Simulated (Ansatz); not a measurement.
## AlFe3: computed properties

The calculation used DFT r2SCAN, scalar-relativistic, plane waves, PAW in Ansatz.

Cutoff 500 eV; k points 12×12×12 on the computed 4-atom cell (Γ-centred); Gaussian smearing, width 0.10 eV; collinear spin from starting moments -0.13 2.9 2.89 2.89 μB.

The structure is relaxed at this level of theory with its symmetry kept. Whether it is the stable form of this composition wasn't checked.

It takes space group Fm-3m (No. 225, cubic). Conventional cell: a = 5.782 Å, b = 5.782 Å, c = 5.782 Å, α = 90.00°, β = 90.00°, γ = 90.00°. Around Al (site symmetry m-3m) lie 8 Fe at 2.50 Å. Around Fe (site symmetry m-3m) lie 8 Fe at 2.50 Å. Fe (site symmetry -43m) is surrounded by 4 Al at 2.50 Å and 4 Fe at 2.50 Å.

* Volume per atom: 12.08 Å³
* Formation energy from the elements' standard states (uncorrected): -0.141 eV/atom
* Generalised Kohn–Sham band gap: none (metal)
* Density of states at the Fermi level: 5.06 states/eV per cell
* Löwdin character within 0.5 eV of the Fermi level: Fe 3d 81 %, Al 3p 9 %, unprojected 4 %
* Bulk modulus: 146 GPa
* Its pressure derivative: 4.8
* Bader charges (e): Al (1 in the cell) 1.46, Fe (1 in the cell) -0.11, Fe (2 in the cell) -0.67
* Total moment: 7.38 μB per cell
* Site moments (μB; atoms counted from 1 over the whole cell): Al (atom 1) -0.12, Fe (atom 2) 2.63, Fe (atom 3) 2.63, Fe (atom 4) 2.63

The state reached may not be the lowest one.

Only this magnetic start was tried.

Cost: 9 runs of about 12 core-minutes in all, on Arm Neoverse V2 (shared hosts).